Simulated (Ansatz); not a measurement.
Worked example: the barrier

An elementary step of CH₆SSi, closed shell (CH₆SSi ([CH3][SiH2][SH]) → SiH₂S ([SiH2][S]) + CH₄; bonds formed: C2–H4; bonds broken: Si1–C2, S3–H4). “Start” is the structure reached by relaxing down from the saddle towards the reactants; PBE0-D4/def2-TZVP structures. The saddle:

Si1  (-0.844, -0.714, 0.078)
C2  (0.634, 0.765, 0.054)
S3  (0.166, -2.177, -0.886)
H4  (0.710, -0.469, -0.496)
H5  (-1.973, 0.002, -0.573)
H6  (-1.068, -0.723, 1.547)
H7  (-0.111, 1.558, -0.063)
H8  (1.089, 0.779, 1.041)
H9  (1.398, 0.980, -0.703)
(Å)

Ansatz 0.2.0; basis: def2-TZVPP and def2-QZVPP; cores frozen in the correlated methods.

Energies in eV:

| quantity | saddle | start |
| --- | --- | --- |
| Hartree–Fock, triple zeta (X = 3) | -19804.19051 | -19807.25432 |
| Hartree–Fock, quadruple zeta (X = 4) | -19804.80851 | -19807.86589 |
| MP2 correlation, X = 3 | -13.93238 | -13.27635 |
| MP2 correlation, X = 4 | -14.96647 | -14.27695 |
| CCSD(T) correlation, X = 3 | -15.76515 | -15.22282 |

Q: Work out the barrier at the basis limit: extrapolate Hartree–Fock as E(X) = E∞ + A exp(−7.88 √X) and the MP2 correlation as E(X) = E∞ + B X^−2.97 (the exponents that Neese and Valeev fitted for def2-TZVPP and QZVPP), then add CCSD(T) − MP2 in triple zeta.

A: Each step is linear, so take the differences first (saddle − start): Hartree–Fock 3.06381 (X = 3) and 3.05738 (X = 4); MP2 correlation -0.65603 and -0.68952; CCSD(T) correlation -0.54233.
Two points give E∞ = E(4) + w [E(4) − E(3)], with w = 1/(exp(7.88 (2 − √3)) − 1) = 0.1377 for Hartree–Fock and w = 1/((4/3)^2.97 − 1) = 0.7407 for the correlation.
Hartree–Fock: 3.05738 + 0.1377 × (-0.00643) = 3.0565 eV.
MP2 correlation: -0.68952 + 0.7407 × (-0.03349) = -0.7143 eV.
CCSD(T) − MP2: -0.54233 − (-0.65603) = 0.1137 eV.
Sum: 3.0565 + (-0.7143) + 0.1137 = 2.4559 eV, or 56.63 kcal/mol. Plain CCSD(T) in triple zeta gives 2.5215 eV, so the larger basis shifts the result by -0.0656 eV.

The T1 diagnostic stays at or below 0.017.

Labels in which every atom is bracketed show which atoms are joined, not bond orders.

For scale, one of the runs: CCSD(T)/def2-TZVPP, 199 basis functions, launched by `ansatz run in.yaml --threads 2 --pin off --events-out ev --progress --plain --max-ram 4352MiB`. Hardware: 2 CPU threads of an Arm Neoverse V1, shared host. Wall time 45 s; peak host memory 2.2 GiB.
